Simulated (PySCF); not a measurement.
**Frontier levels across methods**

Compound: H5NSSi.
Structure used (PBE0-D3(BJ)/def2-SVP), in Å, numbered top down from 1:
```xyz
8
H5NSSi angstrom
N     -0.9882   -0.6470    0.3203
Si     0.1811    0.6040    0.1686
S      1.4424    0.2598   -1.5343
H     -1.3027   -0.9690    1.2271
H     -1.6408   -0.8707   -0.4211
H     -0.3290    1.9824   -0.1116
H      0.9193    0.6182    1.4661
H      1.7745   -0.9980   -1.1673
```

Basis pcSseg-2 throughout (PySCF), one geometry. Geometry: PBE0-D3(BJ)/def2-SVP, one conformer, isolated molecule.

**Question.** How do the orbital energies, the gap and the dipole change with the method?

**Answer.** 
```json
{"method": "BLYP", "kind": "GGA", "HOMO (eV)": "-5.95", "LUMO (eV)": "-0.54", "gap (eV)": "5.41", "μ (D)": "2.23", "SCF cycles": "13"}
{"method": "B97-D", "kind": "GGA", "HOMO (eV)": "-6.07", "LUMO (eV)": "-0.43", "gap (eV)": "5.65", "μ (D)": "2.27", "SCF cycles": "14"}
{"method": "OPBE", "kind": "GGA", "HOMO (eV)": "-6.08", "LUMO (eV)": "-0.41", "gap (eV)": "5.67", "μ (D)": "2.33", "SCF cycles": "15"}
{"method": "PBE", "kind": "GGA", "HOMO (eV)": "-6.09", "LUMO (eV)": "-0.57", "gap (eV)": "5.53", "μ (D)": "2.27", "SCF cycles": "14"}
{"method": "KT2", "kind": "GGA", "HOMO (eV)": "-6.17", "LUMO (eV)": "-0.62", "gap (eV)": "5.55", "μ (D)": "2.19", "SCF cycles": "14"}
{"method": "KT3", "kind": "GGA", "HOMO (eV)": "-6.18", "LUMO (eV)": "-0.69", "gap (eV)": "5.49", "μ (D)": "2.20", "SCF cycles": "14"}
{"method": "BP86", "kind": "GGA", "HOMO (eV)": "-6.19", "LUMO (eV)": "-0.51", "gap (eV)": "5.68", "μ (D)": "2.27", "SCF cycles": "14"}
{"method": "LDA", "kind": "LDA", "HOMO (eV)": "-6.20", "LUMO (eV)": "-0.71", "gap (eV)": "5.49", "μ (D)": "2.32", "SCF cycles": "13"}
{"method": "B97-2", "kind": "global hybrid", "HOMO (eV)": "-7.11", "LUMO (eV)": "0.23", "gap (eV)": "7.34", "μ (D)": "2.30", "SCF cycles": "12"}
{"method": "B3LYP", "kind": "global hybrid", "HOMO (eV)": "-7.11", "LUMO (eV)": "-0.09", "gap (eV)": "7.03", "μ (D)": "2.27", "SCF cycles": "12"}
{"method": "PBE0", "kind": "global hybrid", "HOMO (eV)": "-7.35", "LUMO (eV)": "0.20", "gap (eV)": "7.55", "μ (D)": "2.31", "SCF cycles": "12"}
{"method": "mPW1PW91", "kind": "global hybrid", "HOMO (eV)": "-7.38", "LUMO (eV)": "0.21", "gap (eV)": "7.58", "μ (D)": "2.30", "SCF cycles": "12"}
{"method": "BHandHLYP", "kind": "global hybrid", "HOMO (eV)": "-8.46", "LUMO (eV)": "0.80", "gap (eV)": "9.26", "μ (D)": "2.30", "SCF cycles": "11"}
{"method": "CAM-B3LYP", "kind": "range-separated hybrid", "HOMO (eV)": "-8.68", "LUMO (eV)": "0.95", "gap (eV)": "9.64", "μ (D)": "2.31", "SCF cycles": "11"}
{"method": "wB97X-D", "kind": "range-separated hybrid", "HOMO (eV)": "-9.22", "LUMO (eV)": "1.91", "gap (eV)": "11.13", "μ (D)": "2.36", "SCF cycles": "12"}
{"method": "LC-wPBE", "kind": "range-separated hybrid", "HOMO (eV)": "-10.08", "LUMO (eV)": "2.13", "gap (eV)": "12.21", "μ (D)": "2.39", "SCF cycles": "12"}
{"method": "HF", "kind": "Hartree–Fock", "HOMO (eV)": "-10.20", "LUMO (eV)": "2.56", "gap (eV)": "12.76", "μ (D)": "2.39", "SCF cycles": "10"}
```

The HOMO spans 4.25 eV, from BLYP down to HF, and the gap runs from 5.41 eV (BLYP) to 12.76 eV (HF). Over the methods BLYP (0 %), B97-D (0 %), OPBE (0 %), PBE (0 %), KT2 (0 %), KT3 (0 %), BP86 (0 %), LDA (0 %), B97-2 (21 %), B3LYP (20 %), PBE0 (25 %), mPW1PW91 (25 %), BHandHLYP (50 %), HF (100 %), a straight line through the gap against the share of exact exchange rises by 0.73 eV for each 10 % (correlation coefficient 0.998). The dipole ranges from 2.19 D (KT2) to 2.39 D (LC-wPBE). This basis has no diffuse functions.

The vertical ΔSCF ionisation energy at CAM-B3LYP/def2-SVPD is 9.63 eV; −ε(HOMO) comes closest to it with wB97X-D (9.22 eV).
